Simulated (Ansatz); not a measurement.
## [AlH2···H···SiH], doublet: the ladder up to UCCSDT(Q)

Geometry: a point of a hydrogen-transfer path between rigid fragments, not a stationary point.

```xyz
6

Al   -1.7326    0.0252    0.0000
H    -2.5256    1.3986    0.0000
H    -2.5256   -1.3482    0.0000
H     0.2524    0.0252    0.0000
Si    1.7594    0.0252    0.0000
H     2.1558   -1.4543    0.0000
```

Basis cc-pVDZ; Ansatz 0.2.0. Only valence electrons are correlated (noble-gas cores frozen), which leaves 11 electrons in 46 orbitals. R marks a restricted (for open shells ROHF) determinant, U an unrestricted one. Active spaces: frontier = (9e, 9o) about the gap; pair = (3e, 3o) about the gap.

Full CI isn't at hand for all of this; UCCSDT(Q) serves as the reference, and is uncertain by about the last step of the cluster series. The frozen core follows each run's orbitals, which can shift R against U totals by a few meV.

For open shells CISD is restricted-active-space CI with the open shells as a complete middle space.

The UHF ⟨S²⟩ is 0.767 and the T1 diagnostic (RCCSD) is 0.0338. The largest doubles amplitude (RCCSD) is 0.072 and the T1 diagnostic (UCCSD) is 0.0351.

```csv
level,E − E(RHF) (eV)
UHF,-0.1064
RMP2,-4.4356
UMP2,-4.4159
RCCSD,-5.6630
UCCSD,-5.6663
RCCSD(T),-5.8280
UCCSD(T),-5.8271
```

Problem. Estimate how far UCCSDT(Q) in cc-pVDZ lies from RCCSD(T). The table doesn't fix it; the size of (T) and the diagnostics are the guide.

Solution. UCCSDT(Q) in cc-pVDZ lies 6.1 kJ/mol below RCCSD(T), which is 39 % of the (T) step (-15.9 kJ/mol). T1 is raised, and the rest is a large part of (T). The miss exceeds 1 kcal/mol.

The other levels:

```tsv
level	E − E(UCCSDT(Q)) (kJ/mol)	share of correlation (%)	wall time
CISD	71.8	87.37	6 s
BCCD(T)	6.4	98.88	11 s
RCCSDT	1.3	99.77	–
UCCSDT	1.3	99.77	–
RCCSDT(Q)	0.2	99.96	77 s
CASSCF (frontier space)	399.9	29.66	–
NEVPT2 (frontier space)	123.2	78.34	27 s
```

The correlation energy at UCCSDT(Q), counted from RHF, is -5.892 eV. That run took 85 s on 1 thread of Intel Xeon Platinum 8375C, shared host.

Run but not shown, since their state or frozen core can't be matched to the reference's or they repeat it: CASSCF (pair space), NEVPT2 (pair space), MRCISD (pair space), MRCISD+Q (pair space).

Times hold each run's SCF and search for its determinant on a shared host, so for small cases they say little of a method's own cost; they ran on 1 thread of Intel Xeon Platinum 8375C.
